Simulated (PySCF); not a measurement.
A structure optimised at B3LYP-D3(BJ)/def2-SVP, used in a PySCF frequency run:

```
C
Cl 1 1.7859
Cl 1 1.7859 2 109.47
Cl 1 1.7859 2 109.47 3 -120.00
Cl 1 1.7859 2 109.47 3 120.00
```

Task: Write its SMILES, formula and point group.

Result: ClC(Cl)(Cl)Cl, CCl₄, Td

Task: What are its rotational constants (standard atomic weights)?

Result: 1.6762, 1.6762, 1.6762 GHz
